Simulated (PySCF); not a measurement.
## Deuteron quadrupole couplings in 1-pentene

1-pentene, C5H10.
Geometry (PBE0-D3(BJ)/def2-SVP, Å), atoms numbered from 1 in this order:
```xyz
15
C5H10 angstrom
C      2.4913    0.9001    0.3278
C      1.6326   -0.0479   -0.0498
C      0.2688   -0.2630    0.5246
C     -0.8509   -0.1118   -0.5055
C     -2.2345   -0.3533    0.0760
H      2.2446    1.6054    1.1286
H      3.4717    1.0071   -0.1440
H      1.9239   -0.7310   -0.8594
H      0.1026    0.4373    1.3611
H      0.2138   -1.2801    0.9564
H     -0.7964    0.8994   -0.9439
H     -0.6708   -0.8108   -1.3413
H     -2.4537    0.3540    0.8921
H     -3.0204   -0.2358   -0.6854
H     -2.3220   -1.3703    0.4914
```

Level: PBE0/pcSseg-1 (PySCF, non-relativistic); Q(2H) = 0.00286 b; rigid geometry, the same for H and D, with no vibrational averaging.

Question: Rank these positions by the coupling χzz of a deuteron there, largest first.
A. H7 (vinylic hydrogen)
B. H14 (methyl hydrogen)
C. H12 (methylene hydrogen)

Answer: A (207 kHz), B (197 kHz), C (190 kHz).

Q: Give the electric field gradient Vzz (the principal value of largest size), its asymmetry and the 2H coupling at each hydrogen.

A: 
```
atom  bonded to  bond length (Å)  Vzz (au)     η  χzz (kHz)
  H6         C1            1.095    0.3042  0.06        204
  H7         C1            1.093    0.3078  0.06        207
  H8         C2            1.099    0.2953  0.06        198
  H9         C3            1.104    0.2835  0.03        191
 H10         C3            1.106    0.2801  0.02        188
 H11         C4            1.103    0.2833  0.02        190
 H12         C4            1.104    0.2829  0.03        190
 H13         C5            1.102    0.2900  0.02        195
 H14         C5            1.101    0.2933  0.02        197
 H15         C5            1.102    0.2898  0.02        195
```

Q: How does χzz go with the bond length over the 10 C–H bonds?

A: A straight-line fit has a slope of -15.1 kHz for each 0.01 Å, with a correlation coefficient of -0.99, over lengths from 1.093 to 1.106 Å. The longer bonds have the smaller couplings here.

Isolated species at its PBE0-D3(BJ)/def2-SVP geometry (one conformer only). The basis is small and wasn't made for field gradients, so the couplings can be 20 % off.

These values come from a run that also computed NMR shieldings. The run took about 9 s of CPU time (one thread, shared machine).
